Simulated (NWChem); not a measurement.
Species: CH3O cation; SMILES C=[OH+]

Give the equilibrium geometry at PBE-D3(BJ)/def2-SVP (NWChem) as an XYZ file, with the point group.

point group Cs; any orientation.
```
5

C     -0.0085     0.6221     0.0000
O     -0.1175    -0.6266     0.0000
H     -0.9634     1.1894     0.0000
H      0.9811     1.1312     0.0000
H      0.7396    -1.1363     0.0000
```
